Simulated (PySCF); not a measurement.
Compound: thietane 1,1-dioxide, C3H6O2S.
Geometry (PBE0-D3(BJ)/def2-SVP, Å), atoms numbered from 1 in this order:
```xyz
12
C3H6O2S angstrom
O      1.7398    0.1765   -1.6927
S      1.2111    0.1815   -0.3376
O      2.0737    0.4083    0.8153
C     -0.3401    1.1145   -0.1502
C     -0.9825   -0.1317    0.4899
C      0.0475   -1.1741    0.0121
H     -0.7277    1.3602   -1.1485
H     -0.2382    2.0169    0.4659
H     -0.9867   -0.0547    1.5853
H     -2.0074   -0.3293    0.1486
H     -0.2150   -1.6696   -0.9328
H      0.4256   -1.8986    0.7447
```

Theory: core-valence-separated Tamm–Dancoff BHandHLYP/aug-pcX-1 (pcseg-1 on H, def2-SVPD on S) in PySCF, non-relativistic, gas phase, PBE0-D3(BJ)/def2-SVP geometry. The energies are unshifted.

(1) List the oxygen K-edge absorption lines.

(2) List the carbon K-edge absorption lines.

Results:

(1) 
```
E (eV)       f  core hole on  main final orbital
532.05  0.0373            O3      LUMO+13 (30 %)
532.20  0.0357            O1      LUMO+13 (32 %)
532.64  0.0268            O1      LUMO+11 (52 %)
532.77  0.0236            O3      LUMO+11 (48 %)
533.05  0.0212            O3              spread
533.13  0.0205            O1       LUMO+2 (30 %)
533.70  0.0040            O3         LUMO (42 %)
533.79  0.0042            O1         LUMO (51 %)
534.22  0.0042            O3       LUMO+2 (36 %)
534.26  0.0061            O1         LUMO (34 %)
534.60  0.0002            O3       LUMO+1 (47 %)
```

The first line with a tenth or more of the strongest one's intensity is at 532.05 eV (f = 0.037), with the hole on O3 (sulfonyl oxygen). It is also the strongest listed.

(2) 
```
E (eV)       f  core hole on          main final orbital
285.48  0.1112         C4/C6  spread (2 roots, f summed)
286.25  0.0122            C5                 LUMO (77 %)
286.54  0.0205            C5               LUMO+3 (53 %)
286.61  0.0308         C4/C6    LUMO (2 roots, f summed)
286.79  0.0464         C4/C6  LUMO+3 (2 roots, f summed)
286.83  0.0187            C5               LUMO+2 (30 %)
287.06  0.0176            C5               LUMO+1 (59 %)
287.29  0.0083         C4/C6  spread (2 roots, f summed)
288.05  0.0020            C5               LUMO+2 (46 %)
288.08  0.0161         C4/C6  LUMO+1 (2 roots, f summed)
```

The first line with a tenth or more of the strongest one's intensity is at 285.48 eV (f = 0.111, sum of 2), with the hole on C4/C6 (sp3 carbon bound to sulfur). It is also the strongest listed.

Roots within 0.03 eV whose holes lie on the same, on equivalent or on shared atoms are summed into one line, and the highest roots are left out, as the search may have cut off their partners. Final orbitals are the ground state's empty Kohn–Sham orbitals.

Question: What length of transition dipole belongs to the line at 532.05 eV?

Answer: From f = (2/3) ΔE |μ|² in atomic units, with ΔE = 19.553 Eh and f = 0.0373: |μ| = 0.054 au = 0.14 D.

The list ends where the root search ended, not at a threshold.

One conformer stands for the species.
